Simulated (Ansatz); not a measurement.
System: pyrite RuS2. Method: LDA (Ansatz, a quantum-chemistry and plane-wave program, PAW).

Run with plane-wave cutoff 520 eV, 6×6×6 k mesh, Fermi–Dirac smearing 0.01 eV, no spin polarisation, scalar-relativistic PAW data made under PBE.

Properties against volume:

Shape and atoms are relaxed at each volume.

```tsv
V (Å³/atom)	P (GPa)	direct gap at Γ (eV)	smallest gap on the k mesh (eV)
13.674	9.38	0.755	0.474
13.959	4.42	0.745	0.477
14.244	0.00	0.734	0.478
14.529	-3.94	0.723	0.479
14.814	-7.44	0.711	0.478
```

The fundamental gap (0.45 eV at the equilibrium volume, with added k points) lies elsewhere than Γ–Γ.

Note: the bulk modulus comes from volumes at which shape and atoms were relaxed.

Spin–orbit coupling is not included.
